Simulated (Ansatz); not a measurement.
**wB97M-V/def2-TZVPPD run of BH3 (borane)**

What is the energy change on altering one bond length of BH3 (borane) at wB97M-V/def2-TZVPPD? 

The calculation is run with Ansatz 0.2.0.

32 further runs of the same task are left out: 32 set aside as unsound or not needed.

### Step 1. The system as given

BH3 has 4 atoms, charge 0, and is taken as a singlet. SMILES: `B`. The coordinates come from a PBE0-D4/def2-TZVP relaxation.

Bond lengths: B1–H2 1.193 Å, B1–H3 1.193 Å, B1–H4 1.193 Å. Angles: H2–B1–H3 120.0°, H2–B1–H4 120.0°, H3–B1–H4 120.0°.

### Step 2. The energy at wB97M-V/def2-TZVPPD

molecule.yaml reads:

```yaml
crystal:
  periodic: [false, false, false]
  atoms:
    - {symbol: B, position_ang: [0.013900, -0.015100, -0.005100]}
    - {symbol: H, position_ang: [0.982200, 0.381700, 0.568800]}
    - {symbol: H, position_ang: [-0.276200, -1.171800, 0.043000]}
    - {symbol: H, position_ang: [-0.664400, 0.744900, -0.626900]}
basis:
  gaussian:
    orbitals: def2-TZVPPD.json
accuracy: high
hamiltonian:
  xc: {name: wB97M-V}
output: {orbitals: {seedname: orbitals}}
```

The basis set def2-TZVPPD is read from a file made from the Basis Set Exchange's data (not shown).

The run is started by

```bash
ansatz run molecule.yaml --threads 1 --pin off --max-ram 3480MiB --events-out events.jsonl --progress --plain --runs-dir runs
```

What it wrote:

```text
Warning: RAYON_NUM_THREADS=1 ignored (pool sized by the plan → 1); use --threads N
Functional definition: wB97M-V
  name "wB97M-V"
  parameter omega = 0.3/bohr
  parameter cx = 0.15
  parameter cx01 = 1.007
  parameter cx10 = 0.259
  parameter css00 = 0.443
  parameter css04 = -1.437
  parameter css10 = -4.535
  parameter css20 = -3.390
  parameter css43 = 4.278
  parameter cos00 = 1.000
  parameter cos10 = 1.358
  parameter cos20 = 2.924
  parameter cos21 = -8.812
  parameter cos60 = -1.390
  parameter cos61 = 9.142
  parameter b = 6.0
  parameter c = 0.01
  gx(w, u) = 1 - cx + cx01*u + cx10*w
  gss(w, u) = css00 + css04*u^4 + css10*w + css20*w^2 + css43*w^4*u^3
  gos(w, u) = cos00 + cos10*w + (cos20 + cos21*u)*w^2 + (cos60 + cos61*u)*w^6
  exchange = spin_sum(e_x_unif_sr(omega)*gx(b97_w, b97_u_x)) + cx*exact_x_sr(omega) + exact_x_lr(omega)
  correlation = spin_sum(e_c_pw_mod_same_spin*gss(b97_w, b97_u_same))
      + integral(e_c_pw_mod_opposite_spin*gos(b97_w_opposite, b97_u_opposite)) + vv10(b, c)
1349 factors; integrals over basis functions are off by at most 2.9e-9 eV
294 factors; integrals over basis functions are off by at most 1.6e-9 eV
mean field evaluation 1: about -723.0965 eV, gradient 9.9e0 eV
mean field evaluation 2: about -723.3577 eV, gradient 2.6e0 eV
mean field evaluation 4: about -723.3785 eV, gradient 5.4e-1 eV
mean field evaluation 8: about -723.3836 eV, gradient 8.3e-3 eV
mean field evaluation 16: about -723.3836 eV, gradient 2.5e-7 eV
mean field -723.38357615 eV, -26.5838560967 hartree, gradient 2.2e-8 eV, S^2 0.000000; 0 other end points of the search recorded, 0 dependent functions left out
reference -723.38358060 eV, -26.5838562601 hartree; 4, 4 occupied and 84, 84 virtual orbitals, 1349 factors
Total energy: -723.38358060 eV, -26.5838562601 hartree
```

Run time: 10 s. Hardware: 1 thread of Arm Neoverse V2, shared host; peak memory 0.27 GiB.

### Step 3. The distorted shape

in.yaml reads:

```yaml
crystal:
  periodic: [false, false, false]
  atoms:
    - {symbol: B, position_ang: [0.158940, 0.563211, -0.029148]}
    - {symbol: H, position_ang: [1.127240, 0.960011, 0.544752]}
    - {symbol: H, position_ang: [-0.276200, -1.171800, 0.043000]}
    - {symbol: H, position_ang: [-0.519360, 1.323211, -0.650948]}
basis:
  gaussian:
    orbitals: def2-TZVPPD.json
hamiltonian:
  xc: {name: wB97M-V}
accuracy: high
output: {orbitals: {seedname: orbitals}}
```

The basis set def2-TZVPPD is read from a file made from the Basis Set Exchange's data (not shown).

The run is started by

```bash
ansatz run in.yaml --threads 1 --pin off --max-ram 3480MiB --events-out events.jsonl --progress --plain --runs-dir runs
```

What it wrote (excerpt; [...] marks lines left out):

```text
Warning: RAYON_NUM_THREADS=1 ignored (pool sized by the plan → 1); use --threads N
[... 2 set-up lines as earlier in the session ...]
[...]
  gx(w, u) = 1 - cx + cx01*u + cx10*w
  gss(w, u) = css00 + css04*u^4 + css10*w + css20*w^2 + css43*w^4*u^3
  gos(w, u) = cos00 + cos10*w + (cos20 + cos21*u)*w^2 + (cos60 + cos61*u)*w^6
[...]
      + integral(e_c_pw_mod_opposite_spin*gos(b97_w_opposite, b97_u_opposite)) + vv10(b, c)
1359 factors; integrals over basis functions are off by at most 2.5e-9 eV
310 factors; integrals over basis functions are off by at most 2.2e-9 eV
[...]
mean field -721.47807037 eV, -26.5138300506 hartree, gradient 8.1e-9 eV, S^2 0.000000; 0 other end points of the search recorded, 0 dependent functions left out
reference -721.47807559 eV, -26.5138302425 hartree; 4, 4 occupied and 84, 84 virtual orbitals, 1359 factors
Total energy: -721.47807559 eV, -26.5138302425 hartree
```

It took 12 s on 1 thread of Arm Neoverse V2, shared host; peak memory 0.27 GiB.

### Step 4. Results

At wB97M-V/def2-TZVPPD:

| quantity | value |
| --- | --- |
| first shape: total energy | -26.58386 Eh |
| first shape: HOMO energy | -12.31 eV |
| first shape: LUMO energy | -0.04 eV |
| first shape: HOMO–LUMO gap | 12.27 eV |
| distorted shape: total energy | -26.51383 Eh |
| distorted shape: HOMO energy | -10.51 eV |
| distorted shape: LUMO energy | -0.36 eV |
| distorted shape: HOMO–LUMO gap | 10.16 eV |
| energy change with the B1–H3 bond stretched from 1.193 to 1.790 Å | 1.906 eV |

In words: With the B1–H3 bond stretched from 1.193 to 1.790 Å the energy rises by 1.91 eV (184 kJ/mol). The first shape isn't relaxed at this level, so the change isn't measured from a minimum.
